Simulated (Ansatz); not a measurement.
# How the lattice parameter c of Sb (model structure, started from the omega type, P6/mmm, No. 191, 3 atoms in the cell) moves with the method

No measured value is used here.

```tsv
level (code)	value (Å)
PBE (Ansatz)	…
PBEsol (Ansatz)	3.176
PBE-D3(BJ) (Ansatz)	3.174
```

Q: Complete the blanks.

A: 
- PBE (Ansatz, a program for electronic structure), value (Å): 3.227

Ansatz's density-functional and Hartree–Fock values are scalar-relativistic unless marked +SOC, with PAW data made under PBE.

A model structure was made by putting elements into a prototype or built by hand; it is no filed structure, need not be a known phase, and can be a saddle point held by its symmetry.
